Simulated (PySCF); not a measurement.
Species: methylcyclopentane, C6H12.
Atom-mapped SMILES: `[CH3:1][CH:2]1[CH2:3][CH2:4][CH2:5][CH2:6]1` (hydrogens: H7, H8, H9 on C1; H10 on C2; H11, H12 on C3; H13, H14 on C4; H15, H16 on C5; H17, H18 on C6)

The same species was optimised twice, with GFN2-xTB and with PBE0-D3(BJ)/def2-SVP (PySCF), and the same property calculations (PySCF, gas phase) were run on both structures.

| coordinate | GFN2-xTB | PBE0-D3(BJ)/def2-SVP | change |
| --- | --- | --- | --- |
| C4–C5 (Å) | 1.529 | 1.549 | +0.020 |
| C2–C3 (Å) | 1.543 | 1.531 | -0.012 |
| C5–C6 (Å) | 1.524 | 1.533 | +0.009 |
| C1–C2 (Å) | 1.522 | 1.517 | -0.005 |
| C3–C4 (Å) | 1.538 | 1.535 | -0.003 |
| C2–C6 (Å) | 1.532 | 1.530 | -0.002 |
| C3–C2–C6 (°) | 104.6 | 101.9 | -2.7 |
| C4–C5–C6 (°) | 103.0 | 105.6 | +2.6 |
| C1–C2–C6 (°) | 112.8 | 115.0 | +2.2 |
| C1–C2–C3 (°) | 113.3 | 114.9 | +1.6 |
| C2–C3–C4 (°) | 106.5 | 104.9 | -1.6 |
| C2–C6–C5 (°) | 103.5 | 104.5 | +1.0 |
| C3–C4–C5 (°) | 105.1 | 105.7 | +0.6 |

Rotational constants: A = 6145, B = 3018, C = 2289 MHz (GFN2-xTB) against A = 6279, B = 2940, C = 2220 MHz (PBE0-D3(BJ)/def2-SVP). Some torsions differ by more than 30° (C2–C3–C4–C5 13° against -23°; C3–C4–C5–C6 -34° against -3°), so the changes below aren't those of bond lengths and angles alone. Atoms that the bonding makes alike are paired by their places after alignment.

On the GFN2-xTB structure: HOMO (eV) -8.68 [PBE0/pcSseg-1]; LUMO (eV) 1.39 [PBE0/pcSseg-1]; dipole (D) 0.09 [PBE0/pcSseg-1]; GIAO shielding of C1 (ppm) 163.3 [PBE0/pcSseg-1]; GIAO shielding of C2 (ppm) 148.9 [PBE0/pcSseg-1]; GIAO shielding of C3/C6 (mean) (ppm) 149.5 [PBE0/pcSseg-1]; GIAO shielding of C4/C5 (mean) (ppm) 156.5 [PBE0/pcSseg-1].

Task: What do these properties become on the PBE0-D3(BJ)/def2-SVP structure?

Result: 
| property | level | on GFN2-xTB | on PBE0-D3(BJ)/def2-SVP | change |
| --- | --- | --- | --- | --- |
| HOMO (eV) | PBE0/pcSseg-1 | -8.68 | -8.68 | 0.00 |
| LUMO (eV) | PBE0/pcSseg-1 | 1.39 | 1.36 | -0.03 |
| dipole (D) | PBE0/pcSseg-1 | 0.09 | 0.08 | -0.01 |
| energy, GFN2-xTB geometry as zero (kcal/mol) | PBE0/pcSseg-1 | 0.0 | -0.8 | -0.8 |
| GIAO shielding of C1 (ppm) | PBE0/pcSseg-1 | 163.3 | 164.0 | +0.7 |
| GIAO shielding of C2 (ppm) | PBE0/pcSseg-1 | 148.9 | 146.0 | -2.9 |
| GIAO shielding of C3/C6 (mean) (ppm) | PBE0/pcSseg-1 | 149.5 | 146.5 | -3.0 |
| GIAO shielding of C4/C5 (mean) (ppm) | PBE0/pcSseg-1 | 156.5 | 158.6 | +2.1 |

The heavy atoms differ by 0.184 Å rms after alignment. Among bonds between heavy atoms C4–C5 changes most (+0.020 Å). Changes are differences of the printed values. Neither structure is proved a minimum here.
